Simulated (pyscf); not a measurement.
Thermochemistry of product channels of `[F][W]([F])(=[Se])=[Se]` + `[H]` [doublet] on the doublet surface, in kJ/mol, from ωB97M-D3(BJ)/def2-TZVP energies (ideal gas, 1 atm, RRHO with modes under 100 cm⁻¹ raised to 100, one conformer, R ln 2 for chiral ones without a mode under 150 cm⁻¹). Structures and frequencies: ωB97X-D3(BJ)/def2-SVP in PySCF.

| products | ΔE | ΔH(298 K) | ΔG(600 K) | ΔG(900 K) |
|---|---|---|---|---|
| `[F][W]([F])(=[Se])[SeH]` [doublet] | -176.3 | -161.6 | -112.1 | -86.2 |
| `[F][WH]([F])([Se])=[Se]` [doublet] | (withheld) | -76.0 | -21.2 | (withheld) |

### Question
Fill in the missing entries.

### Answer

- `[F][WH]([F])([Se])=[Se]` [doublet], ΔE: -91.7
- `[F][WH]([F])([Se])=[Se]` [doublet], ΔG(900 K): +7.9

The channel to [F–WH(F)(Se)=Se]• turns unfavourable between 298 and 1200 K (ΔG from -49.4 kJ/mol to +37.3 kJ/mol).

These are energies of the channels, which say nothing of barriers. Open-shell species with a d-block atom are single-reference here; other states, and whether the spin sits on metal or ligand, were not checked. Elements up to Kr have no core potential and no relativistic terms here. Elements past Kr carry the def2 core potentials, without spin-orbit coupling.
